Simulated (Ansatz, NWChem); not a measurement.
## C2H3O: a line through the functionals

C2H3O has 6 atoms, charge 0, and is taken as a doublet. As SMILES, `C[C]=O`. The shape is that of a PBE0-D4/def2-TZVP optimisation.

The electronic atomisation energy y, in eV, basis def2-TZVP; a is the functional's share of exact exchange. Programs: Ansatz 0.2.0, NWChem 7.3.0.

```
functional  program     a  y (eV)
      UPBE   Ansatz     0   26.15
     UTPSS   NWChem     0   25.43
    UB3LYP   Ansatz   0.2   25.21
     UPBE0   Ansatz  0.25       ?
    UBHLYP   Ansatz   0.5   24.17
```

Q: Fit y = c + s·a to the known rows and predict UPBE0.

A: 
1. Means of the 4 rows: a = 0.1750, y = 25.240.
2. Σ(Δa)² = 0.1675, Σ(Δa·Δy) = -0.541, so the slope is -0.541/0.1675 = -3.2299.
3. Intercept: 25.240 − (-3.2299) × 0.1750 = 25.805. The largest residual of the fit is 0.38.
4. UPBE0: 25.805 + (-3.2299) × 0.25 = 25.00 eV.

The run gave 25.39 eV, so the prediction is off by -0.39 eV, about the scatter of the fit. The rows mix families of semi-local functionals, which the line can't see.
